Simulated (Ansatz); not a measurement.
A nudged elastic band was laid between two geometries of H2 + H5NSi (9 atoms, charge 0, multiplicity 1).

Level of theory: RKS PBE0-D4/def2-SVP in Ansatz 0.2.0.

```
movable images  : 8
climbing image  : no
spring          : 5.0 eV/Å²
optimiser       : quadratic models (default)
start path      : through a guess of the saddle point
force threshold : 0.03 eV/Å
iteration limit : 60
end points      : relaxed
```

Initial state:

```xyz
9
Properties=species:S:1:pos:R:3
Si -0.294 0.526 0.039
N 0.045 -0.035 1.647
H -0.720 -0.370 2.223
H 0.712 0.476 2.215
H 1.010 0.729 -0.659
H -1.058 1.816 -0.063
H -1.102 -0.523 -0.652
H 1.721 -2.890 1.745
H 1.336 -2.232 1.685
```

Final state:

```xyz
9
Properties=species:S:1:pos:R:3
Si 0.361 0.019 -0.445
N -0.007 -0.603 2.381
H -0.971 -0.858 2.591
H 0.219 0.188 2.983
H 0.548 0.343 -1.903
H 0.457 1.315 0.286
H -0.988 -0.604 -0.326
H 1.458 -0.923 -0.083
H 0.572 -1.380 2.697
```

Q: Which bonds break or form, and what moves?

A: Bonds broken: Si1–N2, H8–H9. Bonds formed: Si1–H8, N2–H9. H2 + H5NSi becomes H3N + H4Si.

Q: Give the energies along the band, and the barrier.

A: The forces met the threshold. The highest image is number 4 of 0 to 9, 1.49 eV above the first end and 1.50 eV above the last; the last end lies 0.01 eV below the first. No image climbed, so the highest image needn't sit at the top of the path. The orbitals stay closed-shell, which can raise the energy where a bond breaks towards radicals; this wasn't checked here.

| image | path coordinate (Å) | energy (eV) | Si1–N2 (Å) | H8–H9 (Å) | Si1–H8 (Å) |
| --- | --- | --- | --- | --- | --- |
| 0 | 0.00 | 0.00 | 1.74 | 0.76 | 4.32 |
| 1 | 0.75 | 0.00 | 1.74 | 0.76 | 3.91 |
| 2 | 1.49 | 0.03 | 1.74 | 0.76 | 3.34 |
| 3 | 2.24 | 0.29 | 1.75 | 0.77 | 2.62 |
| 4 | 2.99 | 1.49 | 1.86 | 0.92 | 2.00 |
| 5 | 3.73 | 1.29 | 2.07 | 1.62 | 1.63 |
| 6 | 4.48 | 0.69 | 2.43 | 2.03 | 1.52 |
| 7 | 5.23 | 0.19 | 2.76 | 2.34 | 1.49 |
| 8 | 5.97 | 0.00 | 2.89 | 2.77 | 1.49 |
| 9 | 6.72 | -0.01 | 2.92 | 2.95 | 1.49 |

Q: What is the geometry of the highest image?

A: 
```xyz
9
Properties=species:S:1:pos:R:3:forces:R:3
Si 0.030 -0.007 0.171 -0.33 0.51 0.46
N 0.133 -0.205 2.017 -0.16 0.28 -0.18
H -0.753 -0.345 2.503 -0.08 0.18 -0.08
H 0.677 0.493 2.522 -0.10 0.16 -0.07
H 1.254 0.289 -0.657 -0.04 -0.21 0.51
H -0.694 1.291 0.171 -0.26 0.40 -0.26
H -0.882 -0.940 -0.577 0.18 -0.04 0.42
H 1.039 -1.685 0.592 0.32 -0.59 0.60
H 0.844 -1.394 1.438 0.46 -0.71 -1.40
```

Run time: 3.6 min on 1 thread of Intel(R) Xeon(R) Platinum 8375C CPU @ 2.90GHz (Ice Lake), on a shared host, peak memory 0.14 GiB.
